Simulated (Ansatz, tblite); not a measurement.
# The cluster AgSe2: one state, many levels

An exercise on one series of results from a longer session: the logs are not shown, and one member is left open.

Computed with Ansatz 0.2.0, Gaussian basis. Level: as each input shows.

Levels to be run: GFN1-xTB, GFN2-xTB, PBE-D4/def2-TZVP, r2SCAN-D4/def2-TZVP, LC-ωPBE/def2-TZVP, B2PLYP/def2-TZVP, ωB97M-V/def2-TZVP, CAM-B3LYP-D4/def2-TZVP, B97M-V/def2-TZVP, PBE-D4/def2-SVP, PBE0-D4/def2-SVP, PBE0-D4/def2-TZVPD, PBE-D4/def2-TZVPD, r2SCAN-D4/def2-TZVPD, CCSD(T)/def2-SVP, MP2/def2-TZVP, RPA/def2-TZVP.

1 further run of the same task is left out (set aside as unsound or not needed). Runs told in other sessions of the task aren't counted.

**The geometry**

The doublet was relaxed beforehand with B3LYP-D4/def2-TZVP. At that level it is the lowest of the isomers that a small search found.

3 atoms, charge 0, spin multiplicity 2.

Bond lengths: Ag1–Se3 2.494 Å, Se2–Se3 2.258 Å. Angles: Ag1–Se3–Se2 105.9°.

Ag takes a core potential in the def2 sets. No spin-orbit coupling is included.

PBE0-D4/def2-TZVP was run before; its log isn't repeated, and its numbers join the tables.

The first run:

Tight binding, by tblite at 300 K electronic temperature and without a spin-polarisation term:

```python
tblite.interface.Calculator('GFN1-xTB', numbers, positions, charge=0, uhf=1).singlepoint()
```

Tight binding, by tblite at 300 K electronic temperature and without a spin-polarisation term:

```python
tblite.interface.Calculator('GFN2-xTB', numbers, positions, charge=0, uhf=1).singlepoint()
```

start.molden holds the orbitals of an earlier run on this state, given as this run's starting guess.

File in.yaml:

```yaml
crystal:
  periodic: [false, false, false]
  atoms:
    - {symbol: Ag, position_ang: [-0.507139, 1.712272, 0.908673]}
    - {symbol: Se, position_ang: [-0.218711, -1.870699, -0.306203]}
    - {symbol: Se, position_ang: [0.725850, 0.158427, -0.602470]}
basis:
  gaussian: {orbitals: def2-TZVP, initial_orbitals: start.molden}
magnetization: {spin_polarized: true, initial_magnetization: 1}
hamiltonian: {xc: pbe, dispersion: d4}
scf: {omitted_lower_state_checks: [starts]}
output: {orbitals: {seedname: orbitals}}
```

Launch:

```sh
$ ansatz run in.yaml --threads 4 --pin off --events-out ev --progress --plain --max-ram 3916MiB
```

Steps of the session up to this table: PBE-D4/def2-TZVP; r2SCAN-D4/def2-TZVP; LC-ωPBE/def2-TZVP; B2PLYP/def2-TZVP; ωB97M-V/def2-TZVP; CAM-B3LYP-D4/def2-TZVP; B97M-V/def2-TZVP; PBE-D4/def2-SVP; PBE0-D4/def2-SVP; PBE0-D4/def2-TZVPD; PBE-D4/def2-TZVPD; r2SCAN-D4/def2-TZVPD; CCSD(T)/def2-SVP; MP2/def2-TZVP; RPA/def2-TZVP.

One table of the session follows, with a row left open; its other results are not shown here.

It belongs to the step «Levels side by side». 

| level | HOMO (eV) | LUMO (eV) | gap (eV) |
| --- | --- | --- | --- |
| PBE-D4/def2-SVP | -4.90 | -4.21 | 0.69 |
| PBE-D4/def2-TZVP | -5.01 | -4.29 | 0.72 |
| PBE-D4/def2-TZVPD | -5.04 | -4.33 | 0.71 |
| r2SCAN-D4/def2-TZVP | -5.09 | -4.08 | 1.01 |
| r2SCAN-D4/def2-TZVPD | -5.11 | -4.11 | 1.00 |
| B97M-V/def2-TZVP | -5.12 | -4.01 | 1.11 |
| PBE0-D4/def2-SVP | -5.60 | -3.20 | 2.41 |
| PBE0-D4/def2-TZVP | ? | ? | ? |
| PBE0-D4/def2-TZVPD | -5.72 | -3.30 | 2.42 |
| CAM-B3LYP-D4/def2-TZVP | -6.80 | -2.30 | 4.50 |
| LC-ωPBE/def2-TZVP | -7.89 | -1.14 | 6.75 |
| ωB97M-V/def2-TZVP | -7.50 | -1.51 | 5.99 |

Q: Estimate the row for PBE0-D4/def2-TZVP from the others.

**Answer.** HOMO (eV): -5.69; LUMO (eV): -3.26; gap (eV): 2.43. In the column «HOMO (eV)» it lies between PBE0-D4/def2-TZVPD (-5.72) and PBE0-D4/def2-SVP (-5.60).
